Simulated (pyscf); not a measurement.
## Hydrogen shift: `[NH]=[SiH][Cl]` → `[NH2][Si][Cl]` [singlet]

Gas phase, singlet surface, charge 0. Bonds broken: Si2–H5. Bonds formed: N1–H5. Optimised with ωB97X-D3(BJ)/def2-SVP in PySCF. Correlated levels are frozen-core, on RHF or UHF. ΔMP2 is the change of the MP2 total energy from the triple- to the quadruple-zeta basis.

Transition state (Å):

```xyz
5

N     -1.2899     0.5276    -0.0651
Si    -0.3827    -0.8153     0.2389
Cl    -1.2636    -2.6862    -0.0378
H     -2.2476     0.6288    -0.4259
H     -0.6592     0.1254     1.4449
```

One imaginary mode, 1313i cm⁻¹; descent along it reached the two sides named.

```json
[
 {"bond": "Si2–H5", "change": "breaks", "reactant side (Å)": "1.471", "saddle": "1.554", "product side": "2.405"},
 {"bond": "N1–H5", "change": "forms", "reactant side (Å)": "2.7", "saddle": "1.685", "product side": "1.016"}
]
```

Electronic energies relative to the reactant's lowest minimum found (kcal/mol):

```tsv
level	barrier	reaction energy	reverse barrier
ωB97X-D3(BJ)/def2-TZVP	49.1	-24.0	73.2
PBE/def2-TZVP	39.1	-22.7	61.7
r²SCAN/def2-TZVP	43.5	-21.0	64.5
B3LYP-D3(BJ)/def2-TZVP	44.3	-23.9	68.3
PBE0-D3(BJ)/def2-TZVP	44.5	-24.6	69.1
M06-2X/def2-TZVP	46.9	-27.1	74.0
ωB97M-D3(BJ)/def2-TZVP	46.2	-26.4	72.5
HF/def2-TZVP	60.3	-27.7	88.0
MP2/def2-QZVPP	49.0	-20.7	69.7
CCSD/def2-TZVPP	47.9	-25.0	73.0
CCSD(T)/def2-TZVPP	44.9	-23.5	68.4
CCSD(T)/def2-TZVPP + ΔMP2(QZVPP)	45.0	-23.4	68.4
```

With CCSD(T)/def2-TZVPP + ΔMP2(QZVPP) energies and thermal terms (ideal gas, 1 atm, RRHO with modes under 100 cm⁻¹ raised to 100, one conformer, R ln 2 for chiral ones without a mode under 150 cm⁻¹), in kcal/mol:

| T (K) | ΔH‡ | ΔG‡ | ΔH | ΔG |
|---|---|---|---|---|
| 298 | 43.1 | 42.6 | -21.1 | -21.2 |
| 600 | 42.7 | 42.2 | -21.3 | -21.2 |
| 900 | 42.3 | 42.0 | -21.4 | -21.2 |
| 1200 | 41.8 | 41.9 | -21.7 | -21.1 |

One saddle was located; it need not be the lowest between these sides. The CCSD(T) − MP2 part came from Ansatz, without density fitting, on the same reference.
